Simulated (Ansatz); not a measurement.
## Molecular dynamics of C2H3F2

input.yaml

```yaml
crystal:
  periodic: [false, false, false]
  atoms:
    - { symbol: C, position_ang: [-0.141075, 0.654194, -0.0019] }
    - { symbol: C, position_ang: [0.162932, -0.820092, 0.333326] }
    - { symbol: F, position_ang: [-0.682345, -1.812285, -0.173363] }
    - { symbol: F, position_ang: [1.496862, -1.155002, 0.059277] }
    - { symbol: H, position_ang: [0.642796, 1.313629, 0.517466] }
    - { symbol: H, position_ang: [-1.155267, 0.94872, 0.344019] }
    - { symbol: H, position_ang: [-0.047635, 0.925109, -1.136652] }
magnetization:
  spin_polarized: true
  initial_magnetization: 1
basis:
  gaussian: { orbitals: STO-3G }
hamiltonian:
  xc: pbe
md:
  timestep: 4.0
  n_steps: 40
  ensemble: nvt_nose_hoover
  temperature: 1000.0
  initial_velocities: maxwell_boltzmann
  seed: 407123
  nose_hoover: { tau: 20.0, chain_length: 1 }
```

Run as:

```bash
$ ansatz run input.yaml --threads 1 --pin off --max-ram 2048MiB --backend cpu --events-out ev --progress --plain --runs-dir out
```

It goes on from the last frame of an earlier run, with new velocities.

Output, in part (one step line in 2, the closing report, with atoms numbered from 0):

```
md step     0: t =     0.00 fs  T =  1000.0 K  F+E_penalty+E_count = -7442.51775408 eV  E_kin = 0.646300 eV  conserved = -7441.87145409 eV  (23 SCF iters)
md step     2: t =     8.00 fs  T =  1518.3 K  F+E_penalty+E_count = -7437.58871071 eV  E_kin = 0.981256 eV  conserved = -7436.60367710 eV  (44 SCF iters)
md step     4: t =    16.00 fs  T = 26780.4 K  F+E_penalty+E_count = -7433.85972403 eV  E_kin = 17.308147 eV  conserved = -7407.93144643 eV  (40 SCF iters)
md step     6: t =    24.00 fs  T =  3236.1 K  F+E_penalty+E_count = -7427.78960188 eV  E_kin = 2.091492 eV  conserved = -7123.81979969 eV  (59 SCF iters)
md step     8: t =    32.00 fs  T =   447.5 K  F+E_penalty+E_count = -7423.76518159 eV  E_kin = 0.289218 eV  conserved = -7075.07791447 eV  (90 SCF iters)
md step    10: t =    40.00 fs  T =     3.2 K  F+E_penalty+E_count = -7426.45413751 eV  E_kin = 0.002045 eV  conserved = -7075.70507979 eV  (570 SCF iters)
md step    12: t =    48.00 fs  T =     2.2 K  F+E_penalty+E_count = -7426.70857953 eV  E_kin = 0.001409 eV  conserved = -7075.71521509 eV  (75 SCF iters)
md step    14: t =    56.00 fs  T =     1.9 K  F+E_penalty+E_count = -7426.90255169 eV  E_kin = 0.001203 eV  conserved = -7075.72058281 eV  (74 SCF iters)
md step    16: t =    64.00 fs  T =     1.6 K  F+E_penalty+E_count = -7427.05708271 eV  E_kin = 0.001038 eV  conserved = -7075.72478845 eV  (76 SCF iters)
md step    18: t =    72.00 fs  T =     1.4 K  F+E_penalty+E_count = -7427.18017934 eV  E_kin = 0.000895 eV  conserved = -7075.72815317 eV  (76 SCF iters)
md step    20: t =    80.00 fs  T =     1.2 K  F+E_penalty+E_count = -7427.27805035 eV  E_kin = 0.000770 eV  conserved = -7075.73083860 eV  (76 SCF iters)
md step    22: t =    88.00 fs  T =     1.0 K  F+E_penalty+E_count = -7427.35575817 eV  E_kin = 0.000661 eV  conserved = -7075.73297368 eV  (80 SCF iters)
md step    24: t =    96.00 fs  T =     0.9 K  F+E_penalty+E_count = -7427.41740956 eV  E_kin = 0.000568 eV  conserved = -7075.73466633 eV  (83 SCF iters)
md step    26: t =   104.00 fs  T =     0.8 K  F+E_penalty+E_count = -7427.46630733 eV  E_kin = 0.000488 eV  conserved = -7075.73600616 eV  (83 SCF iters)
md step    28: t =   112.00 fs  T =     0.6 K  F+E_penalty+E_count = -7427.50508723 eV  E_kin = 0.000419 eV  conserved = -7075.73706592 eV  (86 SCF iters)
md step    30: t =   120.00 fs  T =     0.6 K  F+E_penalty+E_count = -7427.53584436 eV  E_kin = 0.000360 eV  conserved = -7075.73790371 eV  (87 SCF iters)
md step    32: t =   128.00 fs  T =     0.5 K  F+E_penalty+E_count = -7427.56024192 eV  E_kin = 0.000309 eV  conserved = -7075.73856575 eV  (92 SCF iters)
md step    34: t =   136.00 fs  T =     0.4 K  F+E_penalty+E_count = -7427.57959988 eV  E_kin = 0.000266 eV  conserved = -7075.73908865 eV  (91 SCF iters)
md step    36: t =   144.00 fs  T =     0.4 K  F+E_penalty+E_count = -7427.59496618 eV  E_kin = 0.000229 eV  conserved = -7075.73950116 eV  (91 SCF iters)
md step    38: t =   152.00 fs  T =     0.3 K  F+E_penalty+E_count = -7427.60717369 eV  E_kin = 0.000197 eV  conserved = -7075.73982622 eV  (106 SCF iters)
md step    40: t =   160.00 fs  T =     0.3 K  F+E_penalty+E_count = -7427.61688478 eV  E_kin = 0.000170 eV  conserved = -7075.74008185 eV  (236 SCF iters)
Total energy: -7427.61691667 eV, -272.9598870681 hartree
Atom 0 at     0.203794     0.484947    -0.087048 Å, force     0.091941     0.186532     0.218842 eV/Å
Atom 1 at     0.164433    -0.895279     0.062306 Å, force    -0.045659     0.091148    -0.617241 eV/Å
Atom 2 at    -0.727379    -1.925197    -0.058121 Å, force     0.155676    -0.180364     0.262032 eV/Å
Atom 3 at     1.547674    -1.236045     0.101346 Å, force    -0.201813    -0.096430     0.133830 eV/Å
Atom 4 at     0.244035     5.711766     4.005623 Å, force    -0.000008     0.000000     0.000003 eV/Å
Atom 5 at    -5.214466     2.284214     0.550378 Å, force    -0.000004    -0.000007     0.000000 eV/Å
Atom 6 at     0.174183     1.759656    -3.552137 Å, force    -0.000132    -0.000878     0.002533 eV/Å
Dipole moment:    -0.018483    -0.336231     0.018125 e Å
```

The run went to its last step. The conserved energy changed by up to 52000 meV per atom, so the integration failed: the time step of 4 fs is too long for the fastest motions that this run met, and the later frames carry no physical meaning.

Parted: C1–H5 1.15 → 6.64 Å, C1–H6 1.11 → 5.74 Å, C1–H7 1.17 → 3.69 Å. It ends as C2F2 + H + H + H. Pairs count as bonded within 1.25 times the sum of covalent radii (0.12 Å more for H–H).

Last frame:

```xyz
7
Properties=species:S:1:pos:R:3
C 0.204 0.485 -0.087
C 0.164 -0.895 0.062
F -0.727 -1.925 -0.058
F 1.548 -1.236 0.101
H 0.244 5.712 4.006
H -5.215 2.284 0.550
H 0.174 1.760 -3.552
```

Time of the run: 70 s on 1 thread of Arm Neoverse V2 (shared host), peak memory 0.094 GiB.
